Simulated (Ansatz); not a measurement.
Input file:

```yaml
crystal:
  periodic: [false, false, false]
  atoms:
    - { symbol: O, position_ang: [1.078399, 1.192346, -0.771542] }
    - { symbol: C, position_ang: [0.376739, 0.287772, -0.288071] }
    - { symbol: Si, position_ang: [-0.890827, -0.392208, 0.722893] }
    - { symbol: H, position_ang: [1.774662, 0.887927, -1.425118] }
    - { symbol: H, position_ang: [-2.040036, -0.844792, -0.114567] }
    - { symbol: H, position_ang: [-0.298937, -1.131055, 1.876385] }
total_charge: 1
basis:
  gaussian: { orbitals: def2-SVP }
hamiltonian:
  xc: pbe
neb:
  order_check: false
  images: 5
  f_tol: 0.05
  max_iterations: 60
  final_atoms:
    - { symbol: O, position_ang: [1.12736089, 0.81098527, -0.21902658] }
    - { symbol: C, position_ang: [0.27271608, -0.01164771, 0.27706417] }
    - { symbol: Si, position_ang: [-0.92168888, -1.39543204, -0.23415936] }
    - { symbol: H, position_ang: [1.15549112, 0.82748105, -1.20692992] }
    - { symbol: H, position_ang: [-1.94926486, -0.25801886, -0.01855066] }
    - { symbol: H, position_ang: [0.31538566, 0.02662229, 1.40158235] }
  initial_path:
    images:
      - { positions_ang: [[1.078399, 1.192346, -0.771542], [0.376739, 0.287772, -0.288071], [-0.890827, -0.392208, 0.722893], [1.774662, 0.887927, -1.425118], [-2.040036, -0.844792, -0.114567], [-0.298937, -1.131055, 1.876385]] }
      - { positions_ang: [[1.1043531, 1.1342273, -0.66854465], [0.34452945, 0.3334597, -0.13710151], [-0.87404662, -0.58380673, 0.61351207], [1.69836972, 0.81385874, -1.38594819], [-2.09537696, -0.81405666, -0.08806853], [-0.1778287, -0.88369236, 1.66613081]] }
      - { positions_ang: [[1.1303072, 1.07610861, -0.5655473], [0.3123199, 0.3791474, 0.01386798], [-0.85726624, -0.77540545, 0.50413114], [1.62207745, 0.73979048, -1.34677838], [-2.15071792, -0.78332132, -0.06157007], [-0.05672039, -0.63632972, 1.45587662]] }
      - { positions_ang: [[1.1562613, 1.01798991, -0.46254995], [0.28011035, 0.42483509, 0.16483747], [-0.84048586, -0.96700418, 0.39475022], [1.54578517, 0.66572222, -1.30760857], [-2.20605888, -0.75258598, -0.0350716], [0.06438791, -0.38896708, 1.24562243]] }
      - { positions_ang: [[1.14662783, 0.94898836, -0.38137549], [0.2776456, 0.27934083, 0.20224637], [-0.86755353, -1.10981347, 0.18511369], [1.41568715, 0.71964183, -1.27404902], [-2.12046087, -0.58773027, -0.02956462], [0.14805383, -0.25043729, 1.29760907]] }
      - { positions_ang: [[1.13699436, 0.87998682, -0.30020104], [0.27518084, 0.13384656, 0.23965527], [-0.89462121, -1.25262276, -0.02452284], [1.28558914, 0.77356144, -1.24048947], [-2.03486287, -0.42287456, -0.02405764], [0.23171974, -0.1119075, 1.34959571]] }
      - { positions_ang: [[1.12736089, 0.81098527, -0.21902658], [0.27271608, -0.01164771, 0.27706417], [-0.92168888, -1.39543204, -0.23415936], [1.15549112, 0.82748105, -1.20692992], [-1.94926486, -0.25801886, -0.01855066], [0.31538566, 0.02662229, 1.40158235]] }
```

Launched with:

```bash
$ ansatz run input.yaml --threads 1 --pin off --max-ram 2048MiB --backend cpu --events-out ev --progress --plain --runs-dir out
```

Hardware: 1 thread of AMD EPYC 9R45 96-Core Processor (Zen 5), on a shared host.

Roughly how long does this run take, and how much memory?

41 s, with a peak of 0.13 GiB, for 20 band iterations.
